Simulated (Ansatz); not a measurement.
Steps of a relaxation of `C/C(Cl)=C\F` with RKS PBE0-D4/def2-TZVP.

```sh
$ ansatz run in.yaml --threads 2 --pin off --events-out ev --progress --plain --max-ram 32768MiB --backend cuda --devices 0, --max-vram 18GiB
```

```yaml
crystal:
  periodic: [false, false, false]
  atoms:
    - {symbol: C, position_ang: [-0.910670, -0.383200, 0.597180]}
    - {symbol: C, position_ang: [0.450510, 0.066500, 0.197190]}
    - {symbol: Cl, position_ang: [1.647750, 0.054900, 1.443850]}
    - {symbol: C, position_ang: [0.818240, 0.464740, -1.012020]}
    - {symbol: F, position_ang: [-0.061170, 0.499330, -2.029370]}
    - {symbol: H, position_ang: [-0.880590, -1.421110, 0.925520]}
    - {symbol: H, position_ang: [-1.591290, -0.292100, -0.245290]}
    - {symbol: H, position_ang: [-1.276770, 0.220620, 1.426370]}
    - {symbol: H, position_ang: [1.803990, 0.790320, -1.303420]}
basis:
  gaussian: {orbitals: def2-TZVP}
hamiltonian: {xc: pbe0, dispersion: d4}
relax: {f_tol: 0.005, max_steps: 150}
```

Positions (Å) and forces (eV/Å) along the path, 9 of 9 steps:

```xyz
9
step=1 energy=-18407.4157 eV
C    -0.911   -0.383    0.597    0.269    0.113   -0.136
C     0.451    0.067    0.197   -0.127   -0.021   -0.044
Cl    1.648    0.055    1.444    0.043    0.012   -0.035
C     0.818    0.465   -1.012   -0.252   -0.013   -0.140
F    -0.061    0.499   -2.029    0.114   -0.034    0.239
H    -0.881   -1.421    0.926   -0.028   -0.118    0.045
H    -1.591   -0.292   -0.245   -0.094   -0.012   -0.051
H    -1.277    0.221    1.426   -0.063    0.052    0.073
H     1.804    0.790   -1.303    0.137    0.020    0.048
9
step=2 energy=-18407.4188 eV
C    -0.909   -0.383    0.595    0.127    0.049   -0.046
C     0.450    0.067    0.197   -0.079   -0.035    0.010
Cl    1.655    0.053    1.436    0.020    0.006   -0.003
C     0.817    0.467   -1.010   -0.109    0.005   -0.147
F    -0.063    0.500   -2.023    0.062   -0.007    0.114
H    -0.882   -1.421    0.930   -0.013   -0.035    0.019
H    -1.594   -0.299   -0.248   -0.025   -0.005   -0.013
H    -1.281    0.225    1.422   -0.029    0.015    0.024
H     1.807    0.790   -1.299    0.047    0.006    0.043
9
step=3 energy=-18407.4196 eV
C    -0.907   -0.383    0.594   -0.013   -0.018    0.015
C     0.450    0.062    0.194    0.004    0.001    0.003
Cl    1.660    0.049    1.429    0.009   -0.011    0.011
C     0.816    0.465   -1.012   -0.014    0.051   -0.015
F    -0.065    0.509   -2.018    0.002   -0.012   -0.019
H    -0.884   -1.419    0.942    0.000    0.017   -0.001
H    -1.593   -0.309   -0.250    0.009   -0.002    0.005
H    -1.286    0.233    1.414    0.007   -0.004   -0.013
H     1.809    0.793   -1.292   -0.004   -0.022    0.014
9
step=4 energy=-18407.4197 eV
C    -0.907   -0.383    0.594   -0.040   -0.015    0.022
C     0.448    0.065    0.194    0.024    0.009   -0.013
Cl    1.661    0.045    1.426    0.002    0.000    0.010
C     0.814    0.472   -1.012    0.022   -0.036    0.012
F    -0.064    0.510   -2.020   -0.014    0.018   -0.025
H    -0.882   -1.418    0.946    0.007    0.018   -0.005
H    -1.593   -0.314   -0.251    0.010   -0.001    0.005
H    -1.288    0.234    1.412    0.007   -0.005   -0.012
H     1.810    0.790   -1.290   -0.018    0.009    0.007
9
step=5 energy=-18407.4199 eV
C    -0.907   -0.383    0.594   -0.014   -0.006    0.009
C     0.449    0.063    0.194    0.008   -0.001   -0.007
Cl    1.661    0.044    1.427    0.002   -0.001    0.004
C     0.814    0.470   -1.012    0.002   -0.001    0.001
F    -0.064    0.511   -2.020   -0.001    0.004   -0.007
H    -0.882   -1.417    0.947    0.003    0.007    0.000
H    -1.593   -0.314   -0.251    0.004   -0.001    0.001
H    -1.288    0.235    1.411    0.002    0.000   -0.005
H     1.809    0.791   -1.290   -0.005    0.000    0.003
9
step=6 energy=-18407.4199 eV
C    -0.908   -0.383    0.594   -0.005   -0.002    0.003
C     0.449    0.063    0.193    0.002   -0.003   -0.002
Cl    1.661    0.043    1.426    0.001   -0.001    0.001
C     0.814    0.470   -1.013    0.001    0.005    0.003
F    -0.064    0.514   -2.021    0.000    0.000   -0.002
H    -0.881   -1.417    0.950    0.001    0.002    0.001
H    -1.592   -0.317   -0.251    0.002   -0.001    0.000
H    -1.289    0.237    1.410    0.000    0.001   -0.002
H     1.809    0.792   -1.289   -0.001   -0.001   -0.002
9
step=7 energy=-18407.4199 eV
C    -0.908   -0.384    0.595    0.003    0.002   -0.003
C     0.449    0.062    0.192   -0.003   -0.003    0.002
Cl    1.662    0.039    1.425   -0.002   -0.001   -0.003
C     0.814    0.470   -1.013    0.003    0.005    0.007
F    -0.064    0.517   -2.021   -0.001   -0.002    0.001
H    -0.881   -1.415    0.955    0.000   -0.001    0.002
H    -1.591   -0.322   -0.252    0.000   -0.001    0.000
H    -1.290    0.240    1.406   -0.001    0.001    0.000
H     1.809    0.792   -1.288    0.001    0.000   -0.005
9
step=8 energy=-18407.4199 eV
C    -0.907   -0.384    0.594   -0.003   -0.002   -0.001
C     0.449    0.060    0.193    0.008    0.006   -0.007
Cl    1.663    0.036    1.425   -0.001    0.000   -0.002
C     0.814    0.472   -1.012   -0.001   -0.007    0.011
F    -0.065    0.518   -2.019    0.000    0.003   -0.002
H    -0.881   -1.414    0.958    0.001    0.000    0.001
H    -1.590   -0.325   -0.253   -0.001    0.000    0.000
H    -1.291    0.243    1.403   -0.002    0.000    0.001
H     1.809    0.794   -1.289   -0.002   -0.001   -0.001
9
step=9 energy=-18407.4199 eV
C    -0.908   -0.384    0.594    0.000    0.000    0.000
C     0.449    0.061    0.193    0.000    0.000    0.000
Cl    1.663    0.035    1.425    0.000    0.000    0.000
C     0.814    0.472   -1.012    0.000    0.000   -0.001
F    -0.065    0.520   -2.019    0.000    0.000    0.000
H    -0.880   -1.413    0.960    0.000    0.000    0.000
H    -1.590   -0.327   -0.254    0.000    0.000    0.000
H    -1.292    0.243    1.402    0.000    0.000    0.000
H     1.809    0.793   -1.289    0.000    0.000    0.000
```

It took 14 s on 2 threads of an AMD EPYC 7R13 on a shared host and a share of an NVIDIA H100 80 GB, with 0.83 GiB of host memory at the peak.
